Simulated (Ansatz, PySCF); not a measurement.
System: OCl (charge 0, doublet). SMILES: [O]Cl
Geometry: optimised at B3LYP-D3(BJ)/def2-TZVP (Ansatz, a quantum-chemistry and plane-wave program).

HF/6-31G* beside other levels, property by property. Conventions: 6-31G* and kin with 6d, 5d where marked; frozen cores in correlated levels; atomisation electronic, to ground-state atoms; open shells spin-unrestricted; each state is the SCF solution reached for its charge and spin; non-relativistic; spin-orbit terms left out. CBS marks a two-point X^-3 extrapolation of the correlation energy; Hartree-Fock from the larger set (for Q and 5 zeta extrapolated as (X+1)exp(-9√X)). Ab initio and DFT rows: single points at B3LYP-D3(BJ) geometries (Ansatz), with unscaled harmonic terms from B3LYP/6-31G* at its own minima, enthalpies of formation by atomisation with measured atoms. Anions need diffuse functions, which STO-3G, LANL2DZ, def2-SVP, cc-pVDZ and Pople sets without + lack.

Measured values: CCCBDB table in ASE; G2/97 table in ASE (Curtiss et al.); they hold spin-orbit and core effects, anharmonicity. Coupled cluster (Ansatz) is a level with limits of its own, used here on species with T1 under 0.025 (0.045 for open shells) and stable references: (a) CCSD(T)/CBS(aug-cc-pV(T+d)Z,aug-cc-pV(Q+d)Z); (b) CCSD(T)/CBS(cc-pV(Q+d)Z,cc-pV(5+d)Z).

| property | HF/6-31G* (Ansatz) | B3LYP/STO-3G (Ansatz) | M06-2X/def2-TZVPD (PySCF) | wB97M-V/def2-TZVPD (Ansatz) | to compare with |
|---|---|---|---|---|---|
| enthalpy of formation at 298 K (kcal/mol) | 89.2 | 43.0 | 24.4 | 22.3 | 24.2 measured |
| vertical ionisation energy to the triplet (eV) | 10.61 | 9.30 | 11.18 | 11.07 | 11.01 measured |
| atomisation energy (kcal/mol) | -0.4 | 45.7 | 64.3 | 66.4 | 64.6 coupled cluster (b) |
| vertical electron affinity to the singlet (eV) | 0.16 | -4.52 | 2.20 | 2.10 | 2.22 coupled cluster (a) |

As the rows show:
- enthalpy of formation at 298 K: HF/6-31G* lies 65.0 kcal/mol above the measured value.
- vertical ionisation energy to the triplet: HF/6-31G* lies 0.40 eV below the measured value.
- atomisation energy: HF/6-31G* lies 65.0 kcal/mol below coupled cluster.
- vertical electron affinity to the singlet: HF/6-31G* lies 2.06 eV below coupled cluster.

The properties are those with a value to compare with, at most eight drawn at random. No case is left out for the size of its miss. Left out are saddle points of the reference geometry, anions that the best level run finds unbound, excited spin states, species near biochemistry, cases with under five habitual levels, runs that failed or whose electronic state is in doubt, and table entries that another table contradicts.
